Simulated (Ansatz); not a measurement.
**SnCl2 (Pnma, No. 62)**

Method: B3LYP (VWN-RPA form) (plane waves, PAW; Ansatz, an electronic-structure program).

Settings: plane-wave cutoff 460 eV, 4×6×4 k mesh (along the axes of the cell as run), Fermi–Dirac smearing 0.01 eV, scalar-relativistic PAW data made under PBE.

Cell: measured lattice: a = 7.793 Å, b = 4.430 Å, c = 9.207 Å, α = β = γ = 90.00°.

- band gap = 4.37 eV
- smallest direct gap on the k points sampled = 4.66 eV
- Γ–Γ gap = 4.85 eV

Note: cell and atoms aren't relaxed at this level (largest force component 0.02 eV/Å, pressure 2.5 GPa).

Spin–orbit coupling is not included.

Static lattice: no zero-point or thermal effects.
